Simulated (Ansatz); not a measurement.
**FH₂SSi radical: an energy map over bond length F1–Si2 and angle S3–Si2–F1**

Aim: map the energy of FH₂SSi, SMILES F[SiH2][S], spin multiplicity 2 over two coordinates, and find its wells, ridges and stiffness.

Method: UKS PBE-D4/def2-TZVP; program: Ansatz 0.2.0.

**1. The system as given**

SMILES `F[SiH2][S]`, 5 atoms, charge 0, spin multiplicity 2.

Atoms are counted from 1 here; the program's logs count them from 0.

Bond lengths: F1–Si2 1.637 Å, Si2–S3 2.112 Å, Si2–H4 1.504 Å, Si2–H5 1.505 Å. Angles: F1–Si2–S3 115.3°, F1–Si2–H4 107.4°, F1–Si2–H5 107.4°, S3–Si2–H4 107.5°, S3–Si2–H5 107.3°, H4–Si2–H5 112.1°.

Geometry (Å):

```xyz
5
FH2SSi
F    -0.32865   -0.02785    1.63041
Si    0.07624   -0.07466    0.04452
S    -1.15398    1.07142   -1.23424
H    -0.01906   -1.50808   -0.40239
H     1.47535    0.46557   -0.07970
```

This geometry comes from a loose relaxation at PBE in a small basis, which is not shown.

**2. Relaxing the molecule**

Input file input.yaml:

```yaml
crystal:
  periodic: [false, false, false]
  atoms:
    - { symbol: F, position_ang: [-0.32865, -0.027852, 1.630412] }
    - { symbol: Si, position_ang: [0.076243, -0.074658, 0.044521] }
    - { symbol: S, position_ang: [-1.153982, 1.071423, -1.234242] }
    - { symbol: H, position_ang: [-0.019058, -1.508082, -0.402386] }
    - { symbol: H, position_ang: [1.475347, 0.465569, -0.079704] }
magnetization:
  spin_polarized: true
  initial_magnetization: 1
basis:
  gaussian: { orbitals: def2-TZVP }
hamiltonian:
  xc: pbe
  dispersion: d4
output:
  forces: true
relax:
  f_tol: 0.003
  max_steps: 120
```

The run is started by

```
$ ansatz run input.yaml --threads 1 --pin off --max-ram 2560MiB --backend cpu --events-out ev --progress --plain --runs-dir out
```

Log (excerpt; [...] marks lines left out):

```text
Warning: RAYON_NUM_THREADS=1 ignored (pool sized by the plan → 1); use --threads N
[...]
Functional definition: PBE
[...]
757 factors; their error is unknown
[...]
mean field -21454.04830222 eV, -788.4217330302 hartree, gradient 7.2e-6 eV, S^2 0.753736; 3 other end points of the search recorded, 0 dependent functions left out
[...]
reference -21454.04833517 eV, -788.4217342413 hartree; 21, 20 occupied and 96, 97 virtual orbitals, 757 factors
relax step   1: F+E_penalty+E_count = -21454.13899741 eV  Δ(F+E_penalty+E_count) = +0.000e0 eV  max|allowed force component| = 6.529e-1 eV/Å  Δτ_max = 0.0000 Å  (86 SCF iters, accepted)
[...]
relax step   4: F+E_penalty+E_count = -21454.15019003 eV  Δ(F+E_penalty+E_count) = -1.166e-4 eV  max|allowed force component| = 7.859e-3 eV/Å  Δτ_max = 0.0025 Å  (32 SCF iters, accepted)
[...]
relax step   5: F+E_penalty+E_count = -21454.15019597 eV  Δ(F+E_penalty+E_count) = -5.943e-6 eV  max|allowed force component| = 7.279e-4 eV/Å  Δτ_max = 0.0008 Å  (28 SCF iters, accepted)
757 factors; their error is unknown
[...]
mean field -21454.05928083 eV, -788.4221364867 hartree, gradient 1.4e-5 eV, S^2 0.753705; 4 other end points of the search recorded, 0 dependent functions left out
[...]
reference -21454.05931368 eV, -788.4221376939 hartree; 21, 20 occupied and 96, 97 virtual orbitals, 757 factors
Total energy: -21454.15022882 eV, -788.4254787638 hartree
Atom 0 at    -0.321409    -0.029347     1.608287 Å, force    -0.000487     0.000344     0.000624 eV/Å
Atom 1 at     0.077130    -0.074291     0.044058 Å, force     0.000618    -0.000237    -0.000600 eV/Å
Atom 2 at    -1.147991     1.063762    -1.225277 Å, force     0.000159    -0.000281     0.000400 eV/Å
Atom 3 at    -0.024219    -1.499669    -0.395833 Å, force     0.000324     0.000728    -0.000196 eV/Å
Atom 4 at     1.466390     0.465945    -0.072633 Å, force    -0.000614    -0.000554    -0.000228 eV/Å
Dipole moment:     0.159595    -0.096866    -0.147090 e Å
```

Run time: 15 s. Hardware: 1 thread of Intel Xeon 6975P-C (Granite Rapids), shared host; peak memory 0.21 GiB.

Relaxation path:

| step | energy from step 1 (eV) | largest force component (eV/Å) |
| --- | --- | --- |
| 1 | 0.0000 | 0.6529 |
| 2 | -0.0082 | 0.3845 |
| 3 | -0.0111 | 0.0702 |
| 4 | -0.0112 | 0.0079 |
| 5 | -0.0112 | 0.0007 |

Distances of close pairs at the start and the end, largest changes first:

| bond | before (Å) | after (Å) | change (Å) |
| --- | --- | --- | --- |
| F1–Si2 | 1.637 | 1.615 | -0.023 |
| Si2–S3 | 2.112 | 2.099 | -0.013 |
| Si2–H5 | 1.505 | 1.495 | -0.010 |
| Si2–H4 | 1.504 | 1.495 | -0.009 |

**3. The grid**

First coordinate, bond length F1–Si2: 13 values from 1.389 to 2.261 Å. Second coordinate, angle S3–Si2–F1: 13 values from 80.3 to 150.3 °.

Nothing else is relaxed (all other coordinates rigid). Energies count from the relaxed molecule at the same level. Points are written as (first, second).

Below, 3 of the grid's runs; all are launched alike.

**4. Grid point (1.607 Å, 115.3°)**

Input file input.yaml:

```yaml
crystal:
  periodic: [false, false, false]
  atoms:
    - { symbol: F, position_ang: [-0.321409, -0.029347, 1.608287] }
    - { symbol: Si, position_ang: [0.075198, -0.074073, 0.051639] }
    - { symbol: S, position_ang: [-1.148924, 1.063457, -1.219128] }
    - { symbol: H, position_ang: [-0.02615, -1.499452, -0.388252] }
    - { symbol: H, position_ang: [1.464459, 0.466163, -0.065052] }
magnetization:
  spin_polarized: true
  initial_magnetization: 1
basis:
  gaussian: { orbitals: def2-TZVP }
hamiltonian:
  xc: pbe
  dispersion: d4
output:
  forces: true
```

The run is started by

```
$ ansatz run input.yaml --threads 1 --pin off --max-ram 2560MiB --backend cpu --events-out ev --progress --plain --runs-dir out
```

Log (excerpt; [...] marks lines left out):

```text
Warning: RAYON_NUM_THREADS=1 ignored (pool sized by the plan → 1); use --threads N
[...]
[... 1 set-up line as earlier in the session ...]
[...]
757 factors; their error is unknown
[...]
mean field -21454.05827672 eV, -788.4220995865 hartree, gradient 8.7e-6 eV, S^2 0.753701; 3 other end points of the search recorded, 0 dependent functions left out
[...]
reference -21454.05830956 eV, -788.4221007933 hartree; 21, 20 occupied and 96, 97 virtual orbitals, 757 factors
Total energy: -21454.14927534 eV, -788.4254437242 hartree
Atom 0 at    -0.321409    -0.029347     1.608287 Å, force    -0.063016     0.008952     0.236584 eV/Å
Atom 1 at     0.075198    -0.074073     0.051639 Å, force     0.060470    -0.009319    -0.221316 eV/Å
Atom 2 at    -1.148924     1.063457    -1.219128 Å, force    -0.001808     0.001852    -0.003493 eV/Å
Atom 3 at    -0.026150    -1.499452    -0.388252 Å, force     0.001950    -0.001024    -0.006023 eV/Å
Atom 4 at     1.464459     0.466163    -0.065052 Å, force     0.002405    -0.000462    -0.005752 eV/Å
Dipole moment:     0.158410    -0.097386    -0.138468 e Å
```

Wall time 3.6 s (1 thread of Intel Xeon 6975P-C (Granite Rapids), shared host); peak memory 0.2 GiB.

On the map this point reads 0.022 kcal/mol.

**5. The run at (1.389 Å, 109.4°)**

Input file input.yaml:

```yaml
crystal:
  periodic: [false, false, false]
  atoms:
    - { symbol: F, position_ang: [-0.321409, -0.029347, 1.608287] }
    - { symbol: Si, position_ang: [0.021396, -0.068006, 0.262808] }
    - { symbol: S, position_ang: [-1.314631, 1.125415, -0.831759] }
    - { symbol: H, position_ang: [-0.079953, -1.493384, -0.177083] }
    - { symbol: H, position_ang: [1.410656, 0.47223, 0.146117] }
magnetization:
  spin_polarized: true
  initial_magnetization: 1
basis:
  gaussian: { orbitals: def2-TZVP }
hamiltonian:
  xc: pbe
  dispersion: d4
output:
  forces: true
```

The run is started by

```
$ ansatz run input.yaml --threads 1 --pin off --max-ram 2560MiB --backend cpu --events-out ev --progress --plain --runs-dir out
```

Log (excerpt; [...] marks lines left out):

```text
Warning: RAYON_NUM_THREADS=1 ignored (pool sized by the plan → 1); use --threads N
[...]
[... 1 set-up line as earlier in the session ...]
[...]
757 factors; their error is unknown
[...]
mean field -21452.76220487 eV, -788.3744698245 hartree, gradient 2.9e-6 eV, S^2 0.753597; 3 other end points of the search recorded, 0 dependent functions left out
[...]
reference -21452.76223796 eV, -788.3744710404 hartree; 21, 20 occupied and 96, 97 virtual orbitals, 757 factors
Total energy: -21452.85492280 eV, -788.3778771457 hartree
Atom 0 at    -0.321409    -0.029347     1.608287 Å, force    -3.227640     0.222996    13.525805 eV/Å
Atom 1 at     0.021396    -0.068006     0.262808 Å, force     3.139795    -0.332037   -12.456448 eV/Å
Atom 2 at    -1.314631     1.125415    -0.831759 Å, force    -0.028329     0.102920    -0.495528 eV/Å
Atom 3 at    -0.079953    -1.493384    -0.177083 Å, force     0.034099    -0.028575    -0.292217 eV/Å
Atom 4 at     1.410656     0.472230     0.146117 Å, force     0.082076     0.034696    -0.281612 eV/Å
Dipole moment:     0.151623    -0.124813     0.059538 e Å
```

Run time: 3.8 s. Hardware: 1 thread of Intel Xeon 6975P-C (Granite Rapids), shared host; peak memory 0.2 GiB.

On the map this point reads 29.9 kcal/mol.

**6. The run at (1.752 Å, 138.6°)**

Input file input.yaml:

```yaml
crystal:
  periodic: [false, false, false]
  atoms:
    - { symbol: F, position_ang: [-0.321409, -0.029347, 1.608287] }
    - { symbol: Si, position_ang: [0.110984, -0.078109, -0.088818] }
    - { symbol: S, position_ang: [-0.557744, 0.7284, -1.90806] }
    - { symbol: H, position_ang: [0.009636, -1.503487, -0.528709] }
    - { symbol: H, position_ang: [1.500245, 0.462127, -0.205509] }
magnetization:
  spin_polarized: true
  initial_magnetization: 1
basis:
  gaussian: { orbitals: def2-TZVP }
hamiltonian:
  xc: pbe
  dispersion: d4
output:
  forces: true
```

The run is started by

```
$ ansatz run input.yaml --threads 1 --pin off --max-ram 2560MiB --backend cpu --events-out ev --progress --plain --runs-dir out
```

Log (excerpt; [...] marks lines left out):

```text
Warning: RAYON_NUM_THREADS=1 ignored (pool sized by the plan → 1); use --threads N
[...]
[... 1 set-up line as earlier in the session ...]
[...]
757 factors; their error is unknown
[...]
mean field -21453.47309283 eV, -788.4005944750 hartree, gradient 1.6e-5 eV, S^2 0.754139; 3 other end points of the search recorded, 0 dependent functions left out
[...]
reference -21453.47312608 eV, -788.4005956970 hartree; 21, 20 occupied and 96, 97 virtual orbitals, 757 factors
Total energy: -21453.56141975 eV, -788.4038404296 hartree
Atom 0 at    -0.321409    -0.029347     1.608287 Å, force     0.342311     0.232050    -2.988228 eV/Å
Atom 1 at     0.110984    -0.078109    -0.088818 Å, force     0.157139    -0.392998     1.664156 eV/Å
Atom 2 at    -0.557744     0.728400    -1.908060 Å, force    -0.543943     0.338975     0.446945 eV/Å
Atom 3 at     0.009636    -1.503487    -0.528709 Å, force    -0.033323    -0.162268     0.426459 eV/Å
Atom 4 at     1.500245     0.462127    -0.205509 Å, force     0.077816    -0.015759     0.450668 eV/Å
Dipole moment:     0.109293    -0.050665    -0.195991 e Å
```

Run time: 3.2 s. Hardware: 1 thread of Intel Xeon 6975P-C (Granite Rapids), shared host; peak memory 0.2 GiB.

That is 13.6 kcal/mol from the zero.

**7. All points together**

169 points were computed. Energies in kcal/mol, from the relaxed molecule at the same level:

```tsv
angle S3–Si2–F1 (°) ↓, bond length F1–Si2 (Å) →	1.389	1.461	1.534	1.607	1.679	1.752	1.825	1.897	1.970	2.043	2.115	2.188	2.261
150.3	44.8	28.0	19.8	17.4	18.9	22.9	28.4	34.8	41.7	48.8	55.8	62.7	69.4
144.4	39.7	22.9	14.6	12.2	13.7	17.8	23.4	29.9	36.9	44.1	51.2	58.2	64.9
138.6	35.5	18.6	10.3	8.0	9.5	13.6	19.2	25.8	32.8	40.1	47.2	54.3	61.2
132.8	32.2	15.3	7.0	4.6	6.1	10.2	15.9	22.4	29.5	36.8	44.0	51.1	58.0
126.9	30.0	12.9	4.5	2.1	3.5	7.6	13.2	19.8	26.9	34.2	41.4	48.5	55.5
121.1	28.7	11.6	3.1	0.5	1.9	5.9	11.5	18.0	25.1	32.4	39.6	46.7	53.6
115.3	28.7	11.4	2.7	0.0	1.3	5.2	10.7	17.1	24.1	31.3	38.5	45.6	52.5
109.4	29.9	12.4	3.5	0.6	1.7	5.4	10.8	17.1	24.0	31.1	38.2	45.2	52.1
103.6	32.5	14.7	5.5	2.4	3.3	6.8	12.0	18.1	24.8	31.8	38.7	45.6	52.4
97.8	36.7	18.6	9.1	5.7	6.2	9.4	14.3	20.2	26.7	33.5	40.2	46.8	53.2
91.9	40.8	22.3	12.4	8.6	8.9	11.8	16.4	22.1	28.4	34.9	41.3	47.6	53.7
86.1	45.6	26.5	16.1	11.7	11.5	13.9	18.1	23.3	29.2	35.3	41.4	47.5	53.4
80.3	52.5	32.7	21.5	16.4	15.5	17.3	20.8	25.5	30.8	36.5	42.1	47.8	53.3
```

The dipole moment (D) at each point:

```tsv
angle S3–Si2–F1 (°) ↓, bond length F1–Si2 (Å) →	1.389	1.461	1.534	1.607	1.679	1.752	1.825	1.897	1.970	2.043	2.115	2.188	2.261
150.3	1.21	0.83	0.44	0.17	0.44	0.83	1.24	1.63	2.03	2.42	2.79	3.16	3.50
144.4	1.11	0.75	0.42	0.32	0.59	0.96	1.35	1.74	2.13	2.51	2.87	3.22	3.56
138.6	1.03	0.70	0.45	0.48	0.75	1.10	1.48	1.86	2.23	2.61	2.96	3.31	3.64
132.8	0.96	0.68	0.53	0.64	0.91	1.25	1.62	1.98	2.35	2.72	3.07	3.41	3.74
126.9	0.92	0.71	0.65	0.80	1.08	1.41	1.76	2.12	2.48	2.84	3.18	3.52	3.84
121.1	0.91	0.77	0.78	0.96	1.23	1.56	1.90	2.25	2.61	2.96	3.30	3.64	3.96
115.3	0.93	0.85	0.92	1.11	1.39	1.70	2.04	2.38	2.73	3.08	3.42	3.75	4.07
109.4	0.99	0.96	1.06	1.26	1.53	1.84	2.17	2.51	2.85	3.20	3.53	3.86	4.19
103.6	1.06	1.07	1.20	1.41	1.67	1.97	2.29	2.62	2.96	3.30	3.63	3.95	4.26
97.8	1.16	1.20	1.33	1.54	1.80	2.09	2.40	2.72	3.05	3.37	3.65	3.87	4.04
91.9	1.05	1.17	1.36	1.58	1.83	2.09	2.35	2.61	2.86	3.10	3.35	3.59	3.81
86.1	1.26	1.38	1.55	1.76	1.98	2.22	2.47	2.71	2.95	3.18	3.40	3.60	3.78
80.3	1.49	1.60	1.75	1.93	2.13	2.35	2.58	2.80	3.03	3.25	3.46	3.66	3.84
```

**8. Results**

```
               quantity                                                                             value
           lowest point                                                 (1.607 Å, 115.3°), 0.022 kcal/mol
 highest computed point                                 (2.261 Å, 150.3°), 69.3 kcal/mol above the lowest
      dipole moment (D)  0.17 at (1.607 Å, 150.3°) to 4.26 at (2.261 Å, 103.6°); 1.11 at the lowest point
time for the whole task                                                   13 min on 1 thread, shared host
```

**Reading.** The lowest computed point is at (1.607 Å, 115.3°), 0.022 kcal/mol from the relaxed molecule at the same level. The grid is coarse, so the lowest point of the scanned range may lie between grid points; coordinates that were held can hide deeper minima. No other kind of well shows on this grid. The highest computed point, (2.261 Å, 150.3°), lies 69.3 kcal/mol above the lowest. Round the minimum the two coordinates are nearly uncoupled.
